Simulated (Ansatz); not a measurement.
Ansatz (a program for electronic structure) input (RI-MP2/aug-cc-pVQZ):
A basis named .json is the Basis Set Exchange file of that set.

Ansatz 0.2 input:
```yaml
crystal:
  periodic: [false, false, false]
  atoms:
    - {symbol: C, position_ang: [0.00940108, 0.00315426, 0.10262029]}
    - {symbol: H, position_ang: [-0.01915108, 0.98625848, -0.33929582]}
    - {symbol: H, position_ang: [-0.03725541, -1.00518403, -0.27642595]}
basis:
  gaussian:
    orbitals: aug-cc-pVQZ
    fitting: {mean_field: def2-universal-jkfit, correlation: aug-cc-pVQZ-RIFIT.json}
total_charge: -1
magnetization: {spin_polarized: true, initial_magnetization: 1}
correlation: {method: mp2, electrons: outside_noble_gas}
```

End of the output:

```
integrals: 0.05 GiB planned
111 factors; integrals over basis functions are off by at most 3.9e0 eV
328 factors; integrals over basis functions are off by at most 4.5e-1 eV
mean field: 0.27 GiB planned
mean field evaluation 1: about -1056.5660 eV, gradient 1.3e1 eV
mean field evaluation 2: about -1057.7057 eV, gradient 8.5e0 eV
mean field evaluation 4: about -1058.1438 eV, gradient 7.0e-1 eV
mean field evaluation 8: about -1058.2173 eV, gradient 3.3e-1 eV
mean field evaluation 16: about -1058.8191 eV, gradient 1.1e-2 eV
mean field evaluation 32: about -1058.5295 eV, gradient 8.9e-1 eV
mean field evaluation 64: about -1054.8596 eV, gradient 6.8e0 eV
mean field evaluation 96: about -1057.9539 eV, gradient 2.8e-2 eV
mean field evaluation 128: about -1058.3678 eV, gradient 7.0e-1 eV
mean field evaluation 160: about -1058.5057 eV, gradient 5.2e-2 eV
mean field evaluation 192: about -1058.8190 eV, gradient 1.0e-1 eV
mean field evaluation 224: about -1058.2695 eV, gradient 4.0e-1 eV
mean field -1058.81906786 eV, -38.9108830506 hartree, gradient 5.8e-7 eV, S^2 1.766140; 29 other end points of the search recorded, 0 dependent functions left out
1 core orbitals not correlated
reference -1058.81906786 eV, -38.9108830506 hartree; 4, 3 occupied and 167, 168 virtual orbitals, 328 factors
second order -3.52496106 eV of doubles, -0.00000000 eV of singles
Total energy: -1062.34402892 eV, -39.0404229801 hartree
```

This state (charge -1, doublet) is run at the relaxed geometry of the species with charge 0 and multiplicity 3.

The determinant is spin-contaminated: <S^2> is 1.77 against 0.75 for a pure state.
